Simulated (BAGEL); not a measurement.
# BNH3Cl (SMILES NBCl) at HF/6-31G(d) (DC, density fitting with svp-jkfit, spherical functions)

Aim: the energy difference between two shapes of BNH3Cl at HF/6-31G* (DC, density fitting with svp-jkfit, spherical functions), from 2 runs. 

The results are computed with BAGEL 1.2.2.

6 further runs of the same task are left out: 5 that didn't finish, 1 set aside as unsound or not needed.

### 1 The structure to begin with

The species is BNH3Cl (6 atoms), meant as a singlet with charge 0. As SMILES, `NBCl`. Geometry: relaxed at PBE0-D4/def2-TZVP.

Bond lengths: N1–B2 1.383 Å, B2–Cl3 1.768 Å, N1–H4 1.005 Å, N1–H5 1.006 Å, B2–H6 1.191 Å. Angles: N1–B2–Cl3 119.7°, N1–B2–H6 121.5°, Cl3–B2–H6 118.8°, B2–N1–H4 122.2°, B2–N1–H5 123.2°, H4–N1–H5 114.7°.

### 2 Energy and forces at HF/6-31G(d) (DC, density fitting with svp-jkfit, spherical functions)

File calc.json:

```json
{ "bagel" : [

{
  "title" : "molecule",
  "basis" : "6-31gs.json",
  "df_basis" : "svp-jkfit",
  "angstrom" : false,
  "geometry" : [
    { "atom" : "N", "xyz" : [    -0.74757565,    -0.01473986,    -1.24343979 ] },
    { "atom" : "B", "xyz" : [     0.69844278,    -0.30027748,     0.91406053 ] },
    { "atom" : "Cl", "xyz" : [     1.00136587,     2.24745128,     3.05379742 ] },
    { "atom" : "H", "xyz" : [    -0.96716183,    -1.41597179,    -2.50691068 ] },
    { "atom" : "H", "xyz" : [    -1.66031337,     1.59587371,    -1.67845474 ] },
    { "atom" : "H", "xyz" : [     1.75517762,    -2.23346731,     1.37401987 ] }
  ]
},

{ "title" : "hf" },

{
  "title" : "force",
  "method" : [
    { "title" : "dhf", "gaunt" : false, "breit" : false }
  ]
}

]}
```

The basis set 6-31G* is read from a file made from the Basis Set Exchange's data (not shown).

Command:

```
$ BAGEL_NUM_THREADS=1 BAGEL calc.json > calc.out
```

What it wrote:

```text
* using 1 threads per process

  ===============================================================
  ===============================================================

  *** Geometry ***

  { "atom" : "N", "xyz" : [     -0.747576,     -0.014740,     -1.243440 ] },
  { "atom" : "B", "xyz" : [      0.698443,     -0.300277,      0.914061 ] },
  { "atom" : "Cl", "xyz" : [      1.001366,      2.247451,      3.053797 ] },
  { "atom" : "H", "xyz" : [     -0.967162,     -1.415972,     -2.506911 ] },
  { "atom" : "H", "xyz" : [     -1.660313,      1.595874,     -1.678455 ] },
  { "atom" : "H", "xyz" : [      1.755178,     -2.233467,      1.374020 ] },

  Number of auxiliary basis functions:      334

  Since a DF basis is specified, we compute 2- and 3-index integrals:
    o Being stored without compression. Storage requirement is 0.007 GB

  Number of basis functions:       52
  Number of electrons      :       32

    * METHOD: MOLECULE                             0.23

  *** RHF ***

  === Nuclear Repulsion ===
    85.3981535759

      * DIIS with orbital gradients will be used.

  === RHF iteration (6-31gs.json) ===
      0       -540.31632325          0.02484474           0.03
      1       -540.41481437          0.01298782           0.03
      2       -540.44498672          0.00195518           0.03
      3       -540.44602094          0.00029244           0.03
      4       -540.44605605          0.00007529           0.03
      5       -540.44605939          0.00002213           0.03
      6       -540.44605967          0.00000693           0.03
      7       -540.44605970          0.00000192           0.03
      8       -540.44605970          0.00000048           0.03
      9       -540.44605970          0.00000016           0.03
     10       -540.44605970          0.00000006           0.03
     11       -540.44605970          0.00000003           0.03
     12       -540.44605970          0.00000001           0.03
    * SCF iteration converged.

    * Permanent dipole moment:
           (    0.462706,     0.396797,     1.006208) a.u.

    * METHOD: HF                                   0.52

  The gradients will be computed analytically.
  *** Geometry (Relativistic) ***

  *** Dirac HF ***

  === Nuclear Repulsion ===
    85.3981535759

      * DIIS with orbital gradients will be used.

  === Dirac RHF iteration (6-31gs.json, RKB) ===
imaginary part of energy is nonzero!! Perhaps Fock is not Hermite for some reasons 1.87168583e-12
      0       -541.91159553          0.00038647           2.34
imaginary part of energy is nonzero!! Perhaps Fock is not Hermite for some reasons 4.012807129e-12
      1       -541.91158523          0.00000859           2.76
imaginary part of energy is nonzero!! Perhaps Fock is not Hermite for some reasons -1.537036415e-12
      2       -541.91158675          0.00000344           1.87
imaginary part of energy is nonzero!! Perhaps Fock is not Hermite for some reasons 1.586477111e-12
      3       -541.91158696          0.00000131           1.89
      4       -541.91158701          0.00000029           1.92
imaginary part of energy is nonzero!! Perhaps Fock is not Hermite for some reasons 2.813264419e-12
      5       -541.91158701          0.00000010           1.88
imaginary part of energy is nonzero!! Perhaps Fock is not Hermite for some reasons -3.155499123e-12
      6       -541.91158701          0.00000002           1.84
      7       -541.91158701          0.00000001           1.87
      8       -541.91158701          0.00000000           2.22
    * SCF iteration converged.

    * Permanent dipole moment: Dirac Hartree-Fock
           (    0.462076,     0.394670,     1.003810) a.u.

  * Nuclear energy gradient

    o Atom   0
        x          0.0055343833
        y         -0.0011333072
        z          0.0082198957
    o Atom   1
        x         -0.0011690046
        y          0.0087974954
        z          0.0038246057
    o Atom   2
        x         -0.0009710369
        y         -0.0050799110
        z         -0.0048736446
    o Atom   3
        x         -0.0008875692
        y         -0.0074621298
        z         -0.0062824019
    o Atom   4
        x         -0.0044112173
        y          0.0086760241
        z         -0.0015129917
    o Atom   5
        x          0.0019044446
        y         -0.0037981714
        z          0.0006245368
  * Gradient computed with                             10.25

    * METHOD: FORCE                               33.02

  ===============================================================
```

Run time: 34 s. Hardware: 1 thread of Intel Xeon Platinum 8259CL at 2.50GHz (Skylake/Cascade Lake), shared host; peak memory 0.62 GiB.

### 3 The distorted shape, same level

File job.json:

```json
{ "bagel" : [

{
  "title" : "molecule",
  "basis" : "6-31gs.json",
  "df_basis" : "svp-jkfit",
  "angstrom" : "false",
  "geometry" : [
    { "atom" : "N", "xyz" : [ -0.91362400, -0.09495874, -1.12577977 ] },
    { "atom" : "B", "xyz" : [  0.62971911, -0.40354346,  0.90304342 ] },
    { "atom" : "Cl", "xyz" : [  1.17027148,  2.27484475,  3.13364779 ] },
    { "atom" : "H", "xyz" : [ -0.83199161, -1.31295148, -2.40051532 ] },
    { "atom" : "H", "xyz" : [ -1.70544948,  1.72878193, -1.83321953 ] },
    { "atom" : "H", "xyz" : [  1.94397071, -2.46308793,  1.32837731 ] }
  ]
},
{
  "title" : "hf"
},
{
  "title" : "force",
  "method" : [
    {
      "title" : "dhf",
      "gaunt" : "false",
      "breit" : "false"
    }
  ]
}

]}
```

The basis set 6-31G* is read from a file made from the Basis Set Exchange's data (not shown).

Command:

```
$ BAGEL_NUM_THREADS=1 BAGEL job.json > job.out
```

What it wrote:

```text
* using 1 threads per process

  ===============================================================
  ===============================================================

  *** Geometry ***

  { "atom" : "N", "xyz" : [     -0.913624,     -0.094959,     -1.125780 ] },
  { "atom" : "B", "xyz" : [      0.629719,     -0.403543,      0.903043 ] },
  { "atom" : "Cl", "xyz" : [      1.170271,      2.274845,      3.133648 ] },
  { "atom" : "H", "xyz" : [     -0.831992,     -1.312951,     -2.400515 ] },
  { "atom" : "H", "xyz" : [     -1.705449,      1.728782,     -1.833220 ] },
  { "atom" : "H", "xyz" : [      1.943971,     -2.463088,      1.328377 ] },

  Number of auxiliary basis functions:      334

  Since a DF basis is specified, we compute 2- and 3-index integrals:
    o Being stored without compression. Storage requirement is 0.007 GB

  Number of basis functions:       52
  Number of electrons      :       32

    * METHOD: MOLECULE                             0.13

  *** RHF ***

  === Nuclear Repulsion ===
    82.9934009596

      * DIIS with orbital gradients will be used.

  === RHF iteration (6-31gs.json) ===
      0       -540.28427081          0.02501672           0.02
      1       -540.38686653          0.01317262           0.02
      2       -540.41779579          0.00200337           0.02
      3       -540.41895970          0.00033341           0.02
      4       -540.41900953          0.00009070           0.02
      5       -540.41901448          0.00002996           0.02
      6       -540.41901495          0.00001069           0.02
      7       -540.41901501          0.00000258           0.02
      8       -540.41901502          0.00000062           0.02
      9       -540.41901502          0.00000029           0.02
     10       -540.41901502          0.00000008           0.02
     11       -540.41901502          0.00000002           0.02
     12       -540.41901502          0.00000001           0.02
    * SCF iteration converged.

    * Permanent dipole moment:
           (    0.449322,     0.379089,     1.261997) a.u.

    * METHOD: HF                                   0.36

  The gradients will be computed analytically.
  *** Geometry (Relativistic) ***

  *** Dirac HF ***

  === Nuclear Repulsion ===
    82.9934009596

      * DIIS with orbital gradients will be used.

  === Dirac RHF iteration (6-31gs.json, RKB) ===
      0       -541.88450819          0.00038649           1.92
      1       -541.88449867          0.00000923           1.90
imaginary part of energy is nonzero!! Perhaps Fock is not Hermite for some reasons -1.50450765e-11
      2       -541.88450043          0.00000387           1.77
imaginary part of energy is nonzero!! Perhaps Fock is not Hermite for some reasons 2.423268481e-12
      3       -541.88450069          0.00000149           2.17
imaginary part of energy is nonzero!! Perhaps Fock is not Hermite for some reasons 8.365198616e-12
      4       -541.88450076          0.00000033           2.67
      5       -541.88450077          0.00000011           2.71
imaginary part of energy is nonzero!! Perhaps Fock is not Hermite for some reasons 1.159155725e-12
      6       -541.88450077          0.00000003           2.15
imaginary part of energy is nonzero!! Perhaps Fock is not Hermite for some reasons -1.037280347e-11
      7       -541.88450077          0.00000001           2.13
imaginary part of energy is nonzero!! Perhaps Fock is not Hermite for some reasons 6.385608391e-12
      8       -541.88450077          0.00000000           2.21
    * SCF iteration converged.

    * Permanent dipole moment: Dirac Hartree-Fock
           (    0.448464,     0.376878,     1.259456) a.u.

  * Nuclear energy gradient

    o Atom   0
        x          0.0364279635
        y         -0.1177908908
        z         -0.0042816416
    o Atom   1
        x         -0.0453922418
        y          0.0108437738
        z         -0.0427747024
    o Atom   2
        x          0.0062444441
        y          0.0228937649
        z          0.0171636423
    o Atom   3
        x          0.0030663156
        y          0.0543447592
        z          0.0563150292
    o Atom   4
        x         -0.0307017153
        y          0.0703075063
        z         -0.0350653778
    o Atom   5
        x          0.0303552338
        y         -0.0405989133
        z          0.0086430503
  * Gradient computed with                              9.75

    * METHOD: FORCE                               32.47

  ===============================================================
```

It took 33 s on 1 thread of Intel Xeon Platinum 8259CL at 2.50GHz (Skylake/Cascade Lake), shared host; peak memory 0.62 GiB.

### 4 Summary of results

At HF/6-31G* (DC, density fitting with svp-jkfit, spherical functions):

```
                                 quantity          value
                first shape: total energy  -541.91159 Eh
               first shape: dipole moment         2.98 D
    first shape: largest force on an atom     0.513 eV/Å
            distorted shape: total energy  -541.88450 Eh
           distorted shape: dipole moment         3.53 D
distorted shape: largest force on an atom     6.344 eV/Å
   energy change with the atoms displaced       0.737 eV
```

**Reading.** With the atoms displaced the energy rises by 0.74 eV (17.0 kcal/mol). The first shape isn't relaxed at this level, so the change isn't measured from a minimum. The largest force (first shape) is 0.51 eV/Å: the shape isn't a stationary point for this species at this level.
